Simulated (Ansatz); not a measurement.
**Breaking a bond in PNH4 (SMILES N=[PH3])**

PNH4: 6 atoms, total charge 0, spin state singlet. As SMILES, `N=[PH3]`. Geometry: relaxed at GFN2-xTB.

```xyz
6

N     0.6145   -0.7126    0.8681
P    -0.1568    0.2251   -0.0815
H     1.0353   -1.5193    0.4338
H    -1.2997   -0.1796   -0.7813
H     0.4653    0.9308   -1.1183
H    -0.6585    1.2556    0.6793
```

The N1–P2 distance is scanned; the parts on either side stay rigid. Basis STO-3G, 6 core orbitals frozen in the correlated methods; program Ansatz 0.2.0. FCI is exact within this basis and core. Energies in eV from each method's value at 1.541 Å; methods without a U are spin-restricted. The shape above is that at 1.541 Å.

| distance (Å) | PBE | BHLYP | r2SCAN0 | CAM-B3LYP | FCI |
| --- | --- | --- | --- | --- | --- |
| 1.541 | 0.00 | 0.00 | 0.00 | 0.00 | 0.00 |
| 1.927 | 0.55 | 0.35 | 0.58 | 0.47 | 0.19 |
| 2.312 | 1.88 | 1.26 | 1.75 | 1.51 | 1.00 |
| 3.083 | 3.20 | 2.21 | 2.89 | 2.63 | 1.30 |
| 3.853 | 3.60 | 2.40 | 3.14 | 2.87 | 1.28 |

Departure from the FCI curve at its largest: PBE +2.33 eV at 3.85 Å; BHLYP +1.12 eV at 3.85 Å; r2SCAN0 +1.86 eV at 3.85 Å; CAM-B3LYP +1.60 eV at 3.85 Å. Restricted functionals keep the electrons paired too, and rise too high.
